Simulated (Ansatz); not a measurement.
**C2H6B+ (SMILES B[CH+]C): one structure at several levels**

One table from this session's results is given with a row withheld; the runs are named, their logs left out.

Method: single points in def2-TZVPP; program: Ansatz 0.2.0, Gaussian basis.

Correlated methods freeze the cores. B3LYP uses VWN-RPA correlation.

## Where the work starts

SMILES `B[CH+]C`, 9 atoms, charge 1, spin multiplicity 1.

Atoms are counted from 1 here; the program's logs count them from 0.

Bond lengths: B1–C2 1.535 Å, B1–H4 1.197 Å, B1–H5 1.115 Å, C2–C3 1.382 Å, C2–H6 0.924 Å, C3–H7 1.013 Å, C3–H8 1.055 Å, C3–H9 1.156 Å. Angles: C2–B1–H4 122.4°, C2–B1–H5 121.7°, H4–B1–H5 111.9°, B1–C2–C3 136.2°, B1–C2–H6 107.2°, C3–C2–H6 116.5°, C2–C3–H7 116.4°, C2–C3–H8 108.9°, C2–C3–H9 113.9°, H7–C3–H8 116.9°, H7–C3–H9 99.8°, H8–C3–H9 99.3°.

Coordinates:

```xyz
9

B    -0.59280    0.87370   -1.15890
C    -0.23370    0.32220    0.22750
C     0.44190   -0.77840    0.71950
H    -1.46090    0.40000   -1.83330
H     0.14290    1.44760   -1.76950
H    -0.61170    0.88770    0.85340
H     0.91800   -1.35720    0.03760
H    -0.17420   -1.27330    1.41890
H     1.33130   -0.51340    1.40890
```

Set-up of the first run:

run/in.yaml reads:

```yaml
crystal:
  periodic: [false, false, false]
  atoms:
    - {symbol: B, position_ang: [-0.592800, 0.873700, -1.158900]}
    - {symbol: C, position_ang: [-0.233700, 0.322200, 0.227500]}
    - {symbol: C, position_ang: [0.441900, -0.778400, 0.719500]}
    - {symbol: H, position_ang: [-1.460900, 0.400000, -1.833300]}
    - {symbol: H, position_ang: [0.142900, 1.447600, -1.769500]}
    - {symbol: H, position_ang: [-0.611700, 0.887700, 0.853400]}
    - {symbol: H, position_ang: [0.918000, -1.357200, 0.037600]}
    - {symbol: H, position_ang: [-0.174200, -1.273300, 1.418900]}
    - {symbol: H, position_ang: [1.331300, -0.513400, 1.408900]}
basis:
  gaussian: {orbitals: def2-TZVPP}
total_charge: 1
correlation: {method: ccsd_t}
output: {forces: true}
```

No record of the launch command was kept for these runs.

Among the steps run: CCSD(T)/def2-TZVPP; PBE0-D4/def2-TZVPP; wB97M-V/def2-TZVPP; r2SCAN-D4/def2-TZVPP; PBE-D4/def2-TZVPP; B3LYP-D4/def2-TZVPP; B97M-V/def2-TZVPP.

One of the session's tables, all rows but one given; the rest of the session is left out.

```
   method  RMS force component (eV/Å)  angle to CCSD(T) forces (°)
  CCSD(T)                       2.663                    reference
  PBE0-D4                       2.725                          4.7
  wB97M-V                       2.655                          2.4
r2SCAN-D4                       2.719                          5.3
   PBE-D4                       2.794                          7.0
 B3LYP-D4                       2.660                          3.5
   B97M-V                           ?                            ?
```

Q: Estimate the row for B97M-V from the others.

The run gave: RMS force component (eV/Å): 2.652; angle to CCSD(T) forces (°): 5.4. In the column «RMS force component (eV/Å)» it is the lowest.
